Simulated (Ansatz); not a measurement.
# The cluster Si3: a spread of methods and bases

Aim: run the cluster Si3 under a spread of inputs, and see what each costs and gives.

Computed with Ansatz 0.2.0, Gaussian basis. Level: the settings change from run to run.

### Step 1. The molecule

The geometry comes from an earlier relaxation with PBE-D4 in a triple-zeta def2 set; it is a stationary point.

3 atoms, charge 0, spin multiplicity 1.

Atoms are counted from 1 here; the program's logs count them from 0.

Bond lengths: Si1–Si2 2.189 Å, Si1–Si3 2.189 Å. Angles: Si2–Si1–Si3 81.9°.

As a file:

| atom | x (Å) | y (Å) | z (Å) |
| --- | --- | --- | --- |
| Si1 | 0.8632 | 0.0078 | 0.6859 |
| Si2 | -0.3520 | 1.4234 | -0.4594 |
| Si3 | -0.5111 | -1.4312 | -0.2266 |

### Step 2. wPBEh/6-31G*

This run has atoms shaken by 0.08 Å.

File in.yaml:

```yaml
crystal:
  periodic: [false, false, false]
  atoms:
    - {symbol: Si, position_ang: [0.744447, -0.020098, 0.538955]}
    - {symbol: Si, position_ang: [-0.468502, 1.412428, -0.478216]}
    - {symbol: Si, position_ang: [-0.390350, -1.371248, -0.108023]}
basis:
  gaussian: {orbitals: "6-31G*"}
hamiltonian: {xc: {name: wPBEh}}
scf: {omitted_lower_state_checks: [starts]}
output: {forces: true}
```

Started as:

```sh
> ansatz run in.yaml --threads 2 --pin off --events-out ev --progress --plain --max-ram 4352MiB
```

What it wrote (excerpt; [...] marks lines left out):

```text
Functional definition: wPBEh
  name "wPBEh"
  cite "Heyd, Scuseria & Ernzerhof, J. Chem. Phys. 118, 8207 (2003) doi:10.1063/1.1564060"
  cite "Krukau, Vydrov, Izmaylov & Scuseria, J. Chem. Phys. 125, 224106 (2006) doi:10.1063/1.2404663"
  cite "Heyd & Scuseria, J. Chem. Phys. 120, 7274 (2004) doi:10.1063/1.1668634"
  cite "Ernzerhof & Perdew, J. Chem. Phys. 109, 3313 (1998) doi:10.1063/1.476928"
  cite "Perdew, Burke & Ernzerhof, Phys. Rev. Lett. 77, 3865 (1996) doi:10.1103/PhysRevLett.77.3865"
  parent pbe
[...]
498 factors; integrals over basis functions are off by at most 8.4e-4 eV
69 factors; integrals over basis functions are off by at most 3.1e-7 eV
[...]
mean field -23618.24409022 eV, -867.9544612949 hartree, gradient 2.9e-5 eV, S^2 0.000000; 0 other end points of the search recorded, 0 dependent functions left out
[...]
reference -23618.24411547 eV, -867.9544622228 hartree; 21, 21 occupied and 36, 36 virtual orbitals, 498 factors
Total energy: -23618.24411547 eV, -867.9544622228 hartree
Atom 0 at     0.744447    -0.020098     0.538955 Å, force     5.512941     5.990498     3.207993 eV/Å
Atom 1 at    -0.468502     1.412428    -0.478216 Å, force    -0.236181     0.084960    -0.176102 eV/Å
Atom 2 at    -0.390350    -1.371248    -0.108023 Å, force    -5.276760    -6.075458    -3.031891 eV/Å
Dipole moment:     0.084497     0.173872     0.039880 e Å
Checks for a lower state left out: starts
```

Wall time 1 s (2 threads of Arm Neoverse V2, shared host).

Largest force 8.750 eV/Å, dipole 0.95 D.

### Step 3. SVWN5/def2-TZVP

Set apart from the defaults: a grid of angular degree 11.

File in.yaml:

```yaml
crystal:
  periodic: [false, false, false]
  atoms:
    - {symbol: Si, position_ang: [0.863175, 0.007822, 0.685922]}
    - {symbol: Si, position_ang: [-0.352025, 1.423420, -0.459361]}
    - {symbol: Si, position_ang: [-0.511150, -1.431242, -0.226560]}
basis:
  gaussian: {orbitals: def2-TZVP, final_grid: {core_spheres: 5, valence_spheres: 4, degree: 11}}
hamiltonian: {xc: {name: SVWN5}}
scf: {omitted_lower_state_checks: [starts]}
```

Launched as before.

What it wrote:

```text
Functional definition: SVWN5
  name "SVWN5"
  cite "Dirac, Proc. Camb. Phil. Soc. 26, 376 (1930) doi:10.1017/S0305004100016108"
  cite "Slater, Phys. Rev. 81, 385 (1951) doi:10.1103/PhysRev.81.385"
  cite "Vosko, Wilk & Nusair, Can. J. Phys. 58, 1200 (1980) doi:10.1139/p80-159"
  exchange = slater_x
  correlation = vwn5_c
these checks for a lower state are left out or cut short: starts
756 factors; their error is unknown
mean field evaluation 1: about -23533.6648 eV, gradient 2.8e1 eV
mean field evaluation 2: about -23526.9313 eV, gradient 4.7e1 eV
mean field evaluation 4: about -23536.5164 eV, gradient 5.0e0 eV
mean field evaluation 8: about -23536.5981 eV, gradient 1.7e-1 eV
mean field evaluation 16: about -23536.5982 eV, gradient 7.9e-5 eV
mean field -23536.59821053 eV, -864.9540305576 hartree, gradient 7.8e-5 eV, S^2 0.000000; 0 other end points of the search recorded, 0 dependent functions left out
reference -23536.59822142 eV, -864.9540309580 hartree; 21, 21 occupied and 90, 90 virtual orbitals, 756 factors
Total energy: -23536.59822142 eV, -864.9540309580 hartree
Checks for a lower state left out: starts
```

It took 0.35 s on 2 threads of Arm Neoverse V2, shared host.

### Step 4. PBE0-DH/def2-SVPD

Options: multiplicity 3.

Changes to in.yaml since step 3:

```diff
@@ -7,4 +7,5 @@
 basis:
-  gaussian: {orbitals: def2-TZVP, final_grid: {core_spheres: 5, valence_spheres: 4, degree: 11}}
-hamiltonian: {xc: {name: SVWN5}}
+  gaussian: {orbitals: def2-SVPD}
+magnetization: {spin_polarized: true, initial_magnetization: 2}
+hamiltonian: {xc: {name: PBE0-DH}}
 scf: {omitted_lower_state_checks: [starts]}
```

Same command.

What it wrote (excerpt; [...] marks lines left out):

```text
Functional definition: PBE0-DH
  name "PBE0-DH"
  cite "Brémond & Adamo, J. Chem. Phys. 135, 024106 (2011) doi:10.1063/1.3604569"
  cite "Perdew, Burke & Ernzerhof, Phys. Rev. Lett. 77, 3865 (1996) doi:10.1103/PhysRevLett.77.3865"
[...]
690 factors; integrals over basis functions are off by at most 8.5e-4 eV
[...]
mean field -23607.84249949 eV, -867.5722098857 hartree, gradient 7.7e-6 eV, S^2 2.016587; 0 other end points of the search recorded, 0 dependent functions left out
15 core orbitals not correlated: weight in the atoms' cores, before any rotation towards them, 1.000 or more for the frozen orbitals, at most 0.000 for the correlated occupied ones
reference -23607.84251522 eV, -867.5722104641 hartree; 7, 5 occupied and 50, 52 virtual orbitals, 690 factors
second order -9.67070570 eV of doubles, -0.00000000 eV of singles
Total energy: -23609.05135344 eV, -867.6166344490 hartree
Checks for a lower state left out: starts
```

It took 2.4 s on 2 threads of Arm Neoverse V2, shared host.

⟨S²⟩ 2.017.

### Step 5. revPBE/cc-pVTZ

This run has D3(BJ) with three-body dispersion, the search for lower states set to light.

File in.yaml:

```yaml
crystal:
  periodic: [false, false, false]
  atoms:
    - {symbol: Si, position_ang: [0.863175, 0.007822, 0.685922]}
    - {symbol: Si, position_ang: [-0.352025, 1.423420, -0.459361]}
    - {symbol: Si, position_ang: [-0.511150, -1.431242, -0.226560]}
basis:
  gaussian: {orbitals: cc-pVTZ}
hamiltonian: {xc: {name: revPBE}, dispersion: d3bjatm}
scf: {lower_state_search: light}
output: {forces: true}
```

The command is unchanged.

What it wrote (excerpt; [...] marks lines left out):

```text
Functional definition: revPBE
  name "revPBE"
  cite "Zhang & Yang, Phys. Rev. Lett. 80, 890 (1998) doi:10.1103/PhysRevLett.80.890"
  cite "Perdew, Burke & Ernzerhof, Phys. Rev. Lett. 77, 3865 (1996) doi:10.1103/PhysRevLett.77.3865"
[...]
825 factors; their error is unknown
[...]
mean field -23625.64962903 eV, -868.2266098263 hartree, gradient 2.7e-5 eV, S^2 0.000000; 0 other end points of the search recorded, 0 dependent functions left out
[...]
reference -23625.64965962 eV, -868.2266109504 hartree; 21, 21 occupied and 81, 81 virtual orbitals, 825 factors
Total energy: -23625.94257623 eV, -868.2373754373 hartree
Atom 0 at     0.863175     0.007822     0.685922 Å, force     0.224691     0.002036     0.178551 eV/Å
Atom 1 at    -0.352025     1.423420    -0.459361 Å, force    -0.102526     0.175145    -0.103642 eV/Å
Atom 2 at    -0.511150    -1.431242    -0.226560 Å, force    -0.122165    -0.177182    -0.074909 eV/Å
Dipole moment:     0.042491     0.000385     0.033765 e Å
```

Wall time 1 s (2 threads of Arm Neoverse V2, shared host).

Largest force 0.287 eV/Å, dipole 0.26 D.

### Step 6. r2SCAN/def2-SVP

Options: charge -1, multiplicity 2, finite nuclei, rVV10 dispersion.

Changes to in.yaml since step 5:

```diff
@@ -7,5 +7,7 @@
 basis:
-  gaussian: {orbitals: cc-pVTZ}
-hamiltonian: {xc: {name: revPBE}, dispersion: d3bjatm}
-scf: {lower_state_search: light}
+  gaussian: {orbitals: def2-SVP, nuclear_model: gaussian}
+total_charge: -1
+magnetization: {spin_polarized: true, initial_magnetization: 1}
+hamiltonian: {xc: {name: r2SCAN}, dispersion: rvv10}
+scf: {omitted_lower_state_checks: [starts]}
 output: {forces: true}
```

Launched as before.

What it wrote (excerpt; [...] marks lines left out):

```text
Functional definition: r2SCAN+rVV10
  name "r2SCAN+rVV10"
  cite "Furness, Kaplan, Ning, Perdew & Sun, J. Phys. Chem. Lett. 11, 8208 (2020) doi:10.1021/acs.jpclett.0c02405"
  cite "Furness, Kaplan, Ning, Perdew & Sun, J. Phys. Chem. Lett. 11, 9248 (2020) doi:10.1021/acs.jpclett.0c03077"
  cite "Vydrov & Van Voorhis, J. Chem. Phys. 133, 244103 (2010) doi:10.1063/1.3521275"
  cite "Sabatini, Gorni & de Gironcoli, Phys. Rev. B 87, 041108(R) (2013) doi:10.1103/PhysRevB.87.041108"
  cite "Ning et al., Phys. Rev. B 106, 075422 (2022) doi:10.1103/PhysRevB.106.075422"
  parent "r2scan"
[...]
588 factors; their error is unknown
[...]
mean field -23619.72590617 eV, -868.0089170265 hartree, gradient 4.7e-6 eV, S^2 0.760585; 0 other end points of the search recorded, 0 dependent functions left out
[...]
reference -23619.72591492 eV, -868.0089173482 hartree; 22, 21 occupied and 32, 33 virtual orbitals, 588 factors
Total energy: -23619.72591492 eV, -868.0089173482 hartree
Atom 0 at     0.863175     0.007822     0.685922 Å, force     1.297176     0.011755     1.030800 eV/Å
Atom 1 at    -0.352025     1.423420    -0.459361 Å, force    -0.687714    -0.707787    -0.458159 eV/Å
Atom 2 at    -0.511150    -1.431242    -0.226560 Å, force    -0.609462     0.696032    -0.572642 eV/Å
Dipole moment:     0.060808     0.000551     0.048321 e Å
Checks for a lower state left out: starts
```

Wall time 3.3 s (2 threads of Arm Neoverse V2, shared host).

Largest force 1.657 eV/Å, ⟨S²⟩ 0.761.

### Step 7. revPBE0/6-31G*

This run has atoms shaken by 0.15 Å, D4 dispersion, the search for lower states set to off.

File in.yaml:

```yaml
crystal:
  periodic: [false, false, false]
  atoms:
    - {symbol: Si, position_ang: [1.065902, -0.247182, 0.566717]}
    - {symbol: Si, position_ang: [-0.388024, 1.528692, -0.212992]}
    - {symbol: Si, position_ang: [-0.446128, -1.463391, -0.140541]}
basis:
  gaussian: {orbitals: "6-31G*"}
hamiltonian: {xc: {name: revPBE0}, dispersion: d4}
scf: {lower_state_search: off}
```

Launched as before.

What it wrote (excerpt; [...] marks lines left out):

```text
Functional definition: revPBE0
  name "revPBE0"
  cite "Zhang & Yang, Phys. Rev. Lett. 80, 890 (1998) doi:10.1103/PhysRevLett.80.890"
  cite "Adamo & Barone, J. Chem. Phys. 110, 6158 (1999) doi:10.1063/1.478522"
  cite "Perdew, Burke & Ernzerhof, Phys. Rev. Lett. 77, 3865 (1996) doi:10.1103/PhysRevLett.77.3865"
[...]
497 factors; integrals over basis functions are off by at most 7.6e-4 eV
[...]
mean field -23622.88771300 eV, -868.1251112844 hartree, gradient 1.7e-6 eV, S^2 0.000000; 0 other end points of the search recorded, 0 dependent functions left out
reference -23622.88773711 eV, -868.1251121705 hartree; 21, 21 occupied and 36, 36 virtual orbitals, 497 factors
Total energy: -23623.26173176 eV, -868.1388562202 hartree
Checks for a lower state left out: stability, starts, cluster_reference, orbital_swaps, neighbouring_geometries, increment
```

Wall time 0.4 s (2 threads of Arm Neoverse V2, shared host).

### Step 8. r2SCANh/pcseg-2

Set apart from the defaults: multiplicity 3, D3(BJ) dispersion, the search for lower states set to off.

File in.yaml:

```yaml
crystal:
  periodic: [false, false, false]
  atoms:
    - {symbol: Si, position_ang: [0.863175, 0.007822, 0.685922]}
    - {symbol: Si, position_ang: [-0.352025, 1.423420, -0.459361]}
    - {symbol: Si, position_ang: [-0.511150, -1.431242, -0.226560]}
basis:
  gaussian: {orbitals: pcseg-2}
magnetization: {spin_polarized: true, initial_magnetization: 2}
hamiltonian: {xc: {name: r2SCANh}, dispersion: d3bj}
scf: {lower_state_search: off}
```

Same command.

What it wrote (excerpt; [...] marks lines left out):

```text
Warning: the engine holds no damping parameters fitted to this dispersion correction and functional, so the run takes those fitted to r2scanh beside the three-body term, which d3bj leaves out (hamiltonian.dispersion, under Limitations)
Functional definition: r2SCANh
  name "r2SCANh"
  cite "Bursch, Neugebauer, Ehlert & Grimme, J. Chem. Phys. 156, 134105 (2022) doi:10.1063/5.0086040"
  cite "Furness, Kaplan, Ning, Perdew & Sun, J. Phys. Chem. Lett. 11, 8208 (2020) doi:10.1021/acs.jpclett.0c02405"
  cite "Furness, Kaplan, Ning, Perdew & Sun, J. Phys. Chem. Lett. 11, 9248 (2020) doi:10.1021/acs.jpclett.0c03077"
  parent r2scan
[...]
774 factors; their error is unknown
[...]
mean field -23626.87566406 eV, -868.2716657828 hartree, gradient 4.8e-6 eV, S^2 2.011200; 0 other end points of the search recorded, 0 dependent functions left out
reference -23626.87567842 eV, -868.2716663103 hartree; 22, 20 occupied and 80, 82 virtual orbitals, 774 factors
Total energy: -23626.91476012 eV, -868.2731025364 hartree
Checks for a lower state left out: stability, starts, cluster_reference, orbital_swaps, neighbouring_geometries, increment
```

Wall time 2.3 s (2 threads of Arm Neoverse V2, shared host).

⟨S²⟩ 2.011.

### Step 9. PBE0/cc-pVDZ

Options: multiplicity 3, the search for lower states set to full.

Changes to in.yaml since step 8:

```diff
@@ -7,5 +7,5 @@
 basis:
-  gaussian: {orbitals: pcseg-2}
+  gaussian: {orbitals: cc-pVDZ}
 magnetization: {spin_polarized: true, initial_magnetization: 2}
-hamiltonian: {xc: {name: r2SCANh}, dispersion: d3bj}
-scf: {lower_state_search: off}
+hamiltonian: {xc: {name: PBE0}}
+scf: {lower_state_search: full}
```

Launched as before.

What it wrote (excerpt; [...] marks lines left out):

```text
Functional definition: PBE0
  name "PBE0"
  cite "Adamo & Barone, J. Chem. Phys. 110, 6158 (1999) doi:10.1063/1.478522"
  cite "Perdew, Burke & Ernzerhof, Phys. Rev. Lett. 77, 3865 (1996) doi:10.1103/PhysRevLett.77.3865"
  parent pbe
[...]
555 factors; integrals over basis functions are off by at most 9.3e-4 eV
[...]
mean field -23618.78403881 eV, -867.9743040395 hartree, gradient 1.3e-5 eV, S^2 2.008379; 10 other end points of the search recorded, 0 dependent functions left out
reference -23618.78406131 eV, -867.9743048663 hartree; 22, 20 occupied and 32, 34 virtual orbitals, 555 factors
Total energy: -23618.78406131 eV, -867.9743048663 hartree
```

It took 6.5 s on 2 threads of Arm Neoverse V2, shared host.

⟨S²⟩ 2.008.

### Step 10. PBE/def2-mTZVP

Set apart from the defaults: the search for lower states set to light.

File in.yaml:

```yaml
crystal:
  periodic: [false, false, false]
  atoms:
    - {symbol: Si, position_ang: [0.863175, 0.007822, 0.685922]}
    - {symbol: Si, position_ang: [-0.352025, 1.423420, -0.459361]}
    - {symbol: Si, position_ang: [-0.511150, -1.431242, -0.226560]}
basis:
  gaussian: {orbitals: def2-mTZVP}
hamiltonian: {xc: {name: PBE}}
scf: {lower_state_search: light}
```

The command is unchanged.

What it wrote:

```text
Functional definition: PBE
  name "PBE"
  cite "Perdew, Burke & Ernzerhof, Phys. Rev. Lett. 77, 3865 (1996) doi:10.1103/PhysRevLett.77.3865"
  parent pbe
  parameter kappa = 0.804
  parameter beta = 0.06672455060314922
  exchange = pbe_x(kappa = kappa, mu = beta*pi^2/3)
  correlation = pbe_c(beta = beta)
642 factors; their error is unknown
mean field evaluation 1: about -23615.9379 eV, gradient 2.1e1 eV
mean field evaluation 2: about -23611.1609 eV, gradient 3.7e1 eV
mean field evaluation 4: about -23617.7123 eV, gradient 1.1e0 eV
mean field evaluation 8: about -23617.7181 eV, gradient 3.2e-2 eV
mean field evaluation 16: about -23617.7132 eV, gradient 6.0e-5 eV
mean field -23617.71317867 eV, -867.9349506553 hartree, gradient 6.0e-5 eV, S^2 0.000000; 0 other end points of the search recorded, 0 dependent functions left out
reference -23617.71320858 eV, -867.9349517545 hartree; 21, 21 occupied and 45, 45 virtual orbitals, 642 factors
Total energy: -23617.71320858 eV, -867.9349517545 hartree
```

It took 0.5 s on 2 threads of Arm Neoverse V2, shared host.

### Step 11. LC-wPBE/pcseg-2

Set apart from the defaults: a point charge of 2.00 e beside it.

Changes to in.yaml since step 10:

```diff
@@ -7,4 +7,4 @@
 basis:
-  gaussian: {orbitals: def2-mTZVP}
-hamiltonian: {xc: {name: PBE}}
-scf: {lower_state_search: light}
+  gaussian: {orbitals: pcseg-2, point_charges: [{charge: 2.00, position_ang: [5.056, -0.362, 0.081]}]}
+hamiltonian: {xc: {name: LC-wPBE}}
+scf: {omitted_lower_state_checks: [starts]}
```

Same command.

What it wrote (excerpt; [...] marks lines left out):

```text
Functional definition: LC-wPBE
  name "LC-wPBE"
  cite "Vydrov & Scuseria, J. Chem. Phys. 125, 234109 (2006) doi:10.1063/1.2409292"
  cite "Heyd & Scuseria, J. Chem. Phys. 120, 7274 (2004) doi:10.1063/1.1668634"
  cite "Ernzerhof & Perdew, J. Chem. Phys. 109, 3313 (1998) doi:10.1063/1.476928"
  cite "Perdew, Burke & Ernzerhof, Phys. Rev. Lett. 77, 3865 (1996) doi:10.1103/PhysRevLett.77.3865"
  parent pbe
[...]
774 factors; their error is unknown
191 factors; integrals over basis functions are off by at most 4.7e-4 eV
[...]
mean field -23621.94455464 eV, -868.0904508538 hartree, gradient 8.5e-5 eV, S^2 0.000000; 0 other end points of the search recorded, 0 dependent functions left out
reference -23621.94455464 eV, -868.0904508540 hartree; 21, 21 occupied and 81, 81 virtual orbitals, 774 factors
Total energy: -23621.94455464 eV, -868.0904508540 hartree
Checks for a lower state left out: starts
```

Run time: 1.2 s. Hardware: 2 threads of Arm Neoverse V2, shared host.

### Step 12. HSE06/def2-SVP

This run has atoms shaken by 0.03 Å, D3(BJ) dispersion, high accuracy.

File in.yaml:

```yaml
crystal:
  periodic: [false, false, false]
  atoms:
    - {symbol: Si, position_ang: [0.815421, -0.009530, 0.634854]}
    - {symbol: Si, position_ang: [-0.347850, 1.439031, -0.462481]}
    - {symbol: Si, position_ang: [-0.541507, -1.395949, -0.263585]}
basis:
  gaussian: {orbitals: def2-SVP}
hamiltonian: {xc: {name: HSE06}, dispersion: d3bj}
accuracy: high
```

Same command.

What it wrote (excerpt; [...] marks lines left out):

```text
Functional definition: HSE06
  name "HSE06"
  cite "Heyd, Scuseria & Ernzerhof, J. Chem. Phys. 118, 8207 (2003) doi:10.1063/1.1564060"
  cite "Krukau, Vydrov, Izmaylov & Scuseria, J. Chem. Phys. 125, 224106 (2006) doi:10.1063/1.2404663"
  cite "Heyd & Scuseria, J. Chem. Phys. 120, 7274 (2004) doi:10.1063/1.1668634"
  cite "Ernzerhof & Perdew, J. Chem. Phys. 109, 3313 (1998) doi:10.1063/1.476928"
  cite "Perdew, Burke & Ernzerhof, Phys. Rev. Lett. 77, 3865 (1996) doi:10.1103/PhysRevLett.77.3865"
  parent pbe
[...]
  # The whole range is PBE's own exchange, as in plane waves. The composition of these papers is wPBEh.
[...]
950 factors; integrals over basis functions are off by at most 3.8e-9 eV
86 factors; integrals over basis functions are off by at most 2.2e-9 eV
[...]
mean field -23611.34429179 eV, -867.7008983791 hartree, gradient 3.2e-8 eV, S^2 0.000000; 0 other end points of the search recorded, 0 dependent functions left out
reference -23611.34429409 eV, -867.7008984638 hartree; 21, 21 occupied and 33, 33 virtual orbitals, 950 factors
Total energy: -23611.46611209 eV, -867.7053751926 hartree
```

Wall time 1.6 s (2 threads of Arm Neoverse V2, shared host).

### Step 13. B97/STO-3G

File in.yaml:

```yaml
crystal:
  periodic: [false, false, false]
  atoms:
    - {symbol: Si, position_ang: [0.863175, 0.007822, 0.685922]}
    - {symbol: Si, position_ang: [-0.352025, 1.423420, -0.459361]}
    - {symbol: Si, position_ang: [-0.511150, -1.431242, -0.226560]}
basis:
  gaussian: {orbitals: STO-3G}
hamiltonian: {xc: {name: B97}}
scf: {omitted_lower_state_checks: [starts]}
```

The command is unchanged.

What it wrote (excerpt; [...] marks lines left out):

```text
Functional definition: B97
  name "B97"
  cite "Becke, J. Chem. Phys. 107, 8554 (1997) doi:10.1063/1.475007"
[...]
      + integral(e_c_pw_opposite_spin*poly(b97_u_opposite, cos0, cos1, cos2))
[...]
286 factors; integrals over basis functions are off by at most 2.5e-5 eV
[...]
mean field -23349.88599826 eV, -858.0924833148 hartree, gradient 8.3e-5 eV, S^2 0.000000; 0 other end points of the search recorded, 0 dependent functions left out
reference -23349.88601084 eV, -858.0924837771 hartree; 21, 21 occupied and 6, 6 virtual orbitals, 286 factors
Total energy: -23349.88601084 eV, -858.0924837771 hartree
Checks for a lower state left out: starts
```

It took 0.55 s on 2 threads of Arm Neoverse V2, shared host.

### Step 14. The runs in one table

| level | charge | multiplicity | geometry | functions | energy (eV) | time |
| --- | --- | --- | --- | --- | --- | --- |
| wPBEh/6-31G* | 0 | 1 | shaken | 57 | -23618.244 | 1 s |
| SVWN5/def2-TZVP | 0 | 1 | relaxed | 111 | -23536.598 | 0.35 s |
| PBE0-DH/def2-SVPD | 0 | 3 | relaxed | 72 | -23609.051 | 2.4 s |
| revPBE/cc-pVTZ | 0 | 1 | relaxed | 102 | -23625.943 | 1 s |
| r2SCAN/def2-SVP | -1 | 2 | relaxed | 54 | -23619.726 | 3.3 s |
| revPBE0/6-31G* | 0 | 1 | shaken | 57 | -23623.262 | 0.4 s |
| r2SCANh/pcseg-2 | 0 | 3 | relaxed | 102 | -23626.915 | 2.3 s |
| PBE0/cc-pVDZ | 0 | 3 | relaxed | 54 | -23618.784 | 6.5 s |
| PBE/def2-mTZVP | 0 | 1 | relaxed | 66 | -23617.713 | 0.5 s |
| LC-wPBE/pcseg-2 | 0 | 1 | relaxed, point charge | 102 | -23621.945 | 1.2 s |
| HSE06/def2-SVP | 0 | 1 | shaken | 54 | -23611.466 | 1.6 s |
| B97/STO-3G | 0 | 1 | relaxed | 27 | -23349.886 | 0.55 s |

### Step 15. What came out

```
                                         quantity                    value
                                             runs                       12
                                         quickest  SVWN5/def2-TZVP, 0.35 s
                                          slowest      PBE0/cc-pVDZ, 6.5 s
spread of total energies, same state and geometry                 276.1 eV
```

What this shows: Run time spans a factor of 19, from SVWN5/def2-TZVP to PBE0/cc-pVDZ. The jobs differ in tasks and options as well as level. The totals spread over 276 eV; they can't be compared across methods or bases. At the PBE-D4/def2-TZVP geometry and in the same state, runs without warnings or point charges leave forces up to 0.29 eV/Å (revPBE/cc-pVTZ), against 8.8 eV/Å where the atoms were moved.
